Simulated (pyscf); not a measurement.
PySCF, gas phase, ωB97X-D3(BJ)/def2-SVP geometries.

Question: PBE/def2-TZVP puts the barrier of HO–Zn–Cl + H₂S -> water (H₂O) + HS–Zn–Cl (four-centre exchange; singlet surface; O–Zn, H–S broken, H–O, S–Zn formed) at -6.5 kcal/mol and the reaction energy at -13.9 kcal/mol, from the separated reactants. What do B3LYP-D3(BJ)/def2-TZVP, M06-2X/def2-TZVP, ωB97M-D3(BJ)/def2-TZVP give on the same structures?

Answer: B3LYP-D3(BJ): ΔE‡ = -5.1 kcal/mol, ΔE = -13.9 kcal/mol; M06-2X: ΔE‡ = -8.1 kcal/mol, ΔE = -15.0 kcal/mol; ωB97M-D3(BJ): ΔE‡ = -4.1 kcal/mol, ΔE = -14.2 kcal/mol. PBE's barrier lies among them. Its reaction energy matches one of them and lies within 1.1 kcal/mol of the others. On the reactant side the descent ends in an adduct with a S–Zn contact, 12.9 kcal/mol under the separated species and 5.8 kcal/mol under the saddle at ωB97X-D3(BJ)/def2-TZVP. On the product side the descent ends in an adduct with a O–Zn contact (not fully relaxed), 15.7 kcal/mol under the separated species and 24.3 kcal/mol under the saddle at ωB97X-D3(BJ)/def2-TZVP. At PBE, B3LYP-D3(BJ), M06-2X, ωB97M-D3(BJ) the saddle lies under the separated reactants, which points to a path from their complex (located at ωB97X-D3(BJ) alone). What is counted as formed (S–Zn) is already present as a longer contact in the reactant adduct; forming that adduct is a step of its own. What is counted as broken (O–Zn) persists as a longer contact in the product adduct; parting that adduct is a step of its own. At ωB97X-D3(BJ) the barrier from the zero used here is -7.1 kcal/mol. One saddle was located; it need not be the lowest between these sides. Elements up to Kr have no core potential and no relativistic terms here.
